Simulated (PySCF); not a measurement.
NH2 (doublet state).
InChI=1S/H2N/h1H2

Computed, not measured: PBE0-D3(BJ)/def2-SVP geometry optimisation, gas phase in PySCF 2.14.0.

Take the most abundant isotopes and a rigid rotor. 

Q: Give the principal moments of inertia and the rotational constants in cm⁻¹.

A: Ia = 0.76, Ib = 1.29, Ic = 2.05 u·Å²; 505379 MHz·u·Å²/I gives 668282, 391716 and 246960 MHz, that is A = 22.29150, B = 13.06623, C = 8.23768 cm⁻¹.

Q: What kind of rotor is it?

A: An asymmetric top: κ = (2 × 391716 − 668282 − 246960)/(668282 − 246960) = -0.31.

Q: Give the coordinates in the principal-axis frame, origin at the centre of mass.

A: The sense of each axis is arbitrary; atoms in the order of the calculation.
```csv
atom,mass (u),a (Å),b (Å),c (Å)
N1,14.003,0.000,0.082,0.000
H2,1.008,-0.800,-0.573,0.000
H3,1.008,0.800,-0.573,0.000
```

Q: Where do the levels up to J = 2 lie, in MHz?

A: Above 0(0,0):
J = 1: 1(0,1) 638675, 1(1,1) 915242, 1(1,0) 1059998
J = 2: 2(0,2) 1872354, 2(1,2) 2047836, 2(1,1) 2482104, 2(2,1) 3311804, 2(2,0) 3355476

Q: Predict some low-J microwave lines.

A: The dipole components are |μa| = 0.00 D, |μb| = 1.95 D, |μc| = 0.00 D; the symmetry axis of this C2v structure is b, so μa and μc vanish by symmetry and there are no a-type or c-type lines. Some lines, for components of 0.1 D or more:

```tsv
type	branch	J(Ka,Kc)	MHz	lower level (cm⁻¹)
b	Q	1(1,0) ← 1(0,1)	421323	21.304
b	Q	2(1,1) ← 2(0,2)	609750	62.455
b	Q	3(2,1) ← 3(1,2)	842742	152.852
b	Q	2(2,0) ← 2(1,1)	873372	82.794
b	R	1(1,1) ← 0(0,0)	915242	0.000
b	Q	3(1,2) ← 3(0,3)	947637	121.242
b	R	2(0,2) ← 1(1,1)	957112	30.529
b	Q	2(2,1) ← 2(1,2)	1263968	68.308
b	R	3(1,2) ← 2(2,1)	1270583	110.470
b	R	2(1,2) ← 1(0,1)	1409161	21.304
b	Q	3(2,2) ← 3(1,3)	1505280	124.171
b	Q	3(3,0) ← 3(2,1)	1580300	180.963
b	R	3(0,3) ← 2(1,2)	1586915	68.308
b	Q	3(3,1) ← 3(2,2)	1768902	174.382
b	R	3(1,3) ← 2(0,2)	1850196	62.455
b	R	2(2,1) ← 1(1,0)	2251807	35.358
b	R	2(2,0) ← 1(1,1)	2440234	30.529
b	R	3(2,2) ← 2(1,1)	2745726	82.794
b	R	3(2,1) ← 2(1,2)	3377294	68.308
b	R	3(3,1) ← 2(2,0)	3641256	111.927
b	R	3(3,0) ← 2(2,1)	3693625	110.470
```

Q: Estimate the classical rotational partition function at 500 K.

A: Point group C2v, symmetry number σ = 2; q = (√π/σ)·√((kT/h)³/(ABC)), k/h = 20836.6 MHz/K: 117 at 500 K.

For this open shell read J as N, the rotation without spin; fine and hyperfine splittings come on top. No frequency check. ⟨S²⟩ = 0.753 (exact for a doublet: 0.75). Zero-point vibration and centrifugal distortion are left out. Quadrupole hyperfine structure (14N) is left out.
